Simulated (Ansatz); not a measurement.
`C=C(O)S` + HCl → `C=C(O)Cl` + H₂S at 298.15 K and 1 bar (substitution at a C–S bond).

Calculated with Ansatz (gas phase, PBE0-D4/def2-TZVP geometries, no zero-point term in ΔE). CCSD(T)/CBS adds triple-zeta CCSD(T) − MP2 to the extrapolated MP2 energy (def2 sets, frozen cores). This one scheme is used for every species. Each species was taken in one conformer, which may not be the lowest.

| species | CCSD(T)/CBS energy (Eh) | H − E (kJ/mol) | S (J/(mol·K)) |
| --- | --- | --- | --- |
| `C=C(O)S` | -551.42826 | 163.5 | 294.6 |
| HCl | -460.38127 | 26.6 | 186.8 |
| `C=C(O)Cl` | -612.82898 | 138.8 | 286.5 |
| H₂S | -398.97279 | 49.9 | 205.7 |

H − E and S are ideal-gas, rigid-rotor, harmonic terms from PBE0-D4/def2-TZVP, for one conformer and one mirror image of each species. 1 Eh = 2625.50 kJ/mol, R = 8.31446 J/(mol·K).

Task: By hand: ΔE, ΔH, ΔS and ΔG.

Result: ΔE = (-612.82898) + (-398.97279) − (-551.42826) − (-460.38127) = 0.00776 Eh = 20.4 kJ/mol. Δ(H − E) = 138.8 + 49.9 − 163.5 − 26.6 = -1.4, so ΔH = 19.0 kJ/mol. ΔS = 286.5 + 205.7 − 294.6 − 186.8 = 10.8 J/(mol·K). ΔG = 19.0 − 298.15 × (10.8)/1000 = 15.8 kJ/mol.

Task: By hand: the equilibrium constant, and the temperature at which ΔG would vanish if ΔH and ΔS stayed fixed.

Result: log₁₀ K = −ΔG/(RT ln 10) = -2.8. ΔG = 0 at ΔH/ΔS = 1759 K, though so small a ΔS makes that figure unsure.

The number of gas molecules stays the same, so ΔS is small and ΔH decides. A doubt of 5 kJ/mol in ΔE shifts log₁₀ K by 0.9 here. Other conformers and mirror images would add mixing entropy, several J/(mol·K) or more a flexible species. These are equilibria of isolated gas molecules and say nothing of rates. Largest T1 diagnostic: 0.012 (customary marks: 0.02 for closed shells, 0.045 for open ones).
